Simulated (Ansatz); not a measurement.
Geometry optimisation, Ansatz, RKS PBE-D4/def2-SVP.

Input file:

```yaml
crystal:
  periodic: [false, false, false]
  atoms:
    - { symbol: Si, position_ang: [-1.04743, -0.774851, 0.74401] }
    - { symbol: "N", position_ang: [0.696171, -0.627407, 1.145222] }
    - { symbol: H, position_ang: [-1.666748, 0.57904, 0.928803] }
    - { symbol: H, position_ang: [-1.819508, -1.753659, 1.603999] }
    - { symbol: H, position_ang: [-1.147917, -1.238982, -0.680955] }
    - { symbol: H, position_ang: [0.859956, 0.851767, -0.638705] }
    - { symbol: P, position_ang: [0.12754, 1.423564, -1.695111] }
    - { symbol: H, position_ang: [0.895721, -0.264336, 2.08372] }
    - { symbol: H, position_ang: [1.248535, -1.480151, 1.002627] }
    - { symbol: H, position_ang: [0.986829, 2.57744, -1.790279] }
    - { symbol: H, position_ang: [0.866852, 0.707376, -2.703331] }
basis:
  gaussian: { orbitals: def2-SVP }
hamiltonian:
  xc: pbe
  dispersion: d4
relax:
  f_tol: 0.03
  max_steps: 50
```

Command:

```bash
$ ansatz run input.yaml --threads 2 --pin off --max-ram 3072MiB --backend cpu --events-out ev --progress --plain --runs-dir out
```

Q: Where does it end, and by what steps?

A: The forces met the threshold. The force dipped under the threshold on the way, but the program's further checks kept it going. After 20 steps the energy has fallen by 0.092 eV; H10 moved furthest, 0.87 Å.

```csv
step,energy less start (eV),largest force component (eV/Å),accepted
0,0.0000,0.746,yes
1,-0.0664,0.508,yes
2,-0.0741,0.308,yes
3,-0.0797,0.207,yes
4,-0.0810,0.073,yes
5,-0.0841,0.030,yes
6,-0.0858,0.059,yes
7,-0.0871,0.057,yes
8,-0.0879,0.062,yes
9,-0.0884,0.091,yes
10,-0.0889,0.070,yes
11,-0.0895,0.059,yes
12,-0.0898,0.079,yes
13,-0.0902,0.072,yes
14,-0.0906,0.042,yes
15,-0.0911,0.018,yes
16,-0.0886,0.174,no
17,-0.0915,0.043,yes
18,-0.0917,0.034,yes
19,-0.0919,0.019,yes
20,-0.0920,0.015,yes
```

```xyz
11
Properties=species:S:1:pos:R:3
Si -1.258 -1.078 1.082
N 0.392 -0.507 0.912
H -2.115 0.115 1.402
H -1.504 -2.115 2.158
H -1.659 -1.688 -0.233
H 0.517 1.041 -0.947
P 0.602 1.917 -2.096
H 0.789 0.055 1.671
H 1.097 -1.168 0.572
H 1.840 2.504 -1.644
H 1.300 0.925 -2.877
```

Whether the end is a true minimum wasn't checked by a vibrational analysis.

The run took 15 s on 2 threads of Intel(R) Xeon(R) Platinum 8488C (Sapphire Rapids), with other jobs on the host, peak memory 0.14 GiB.
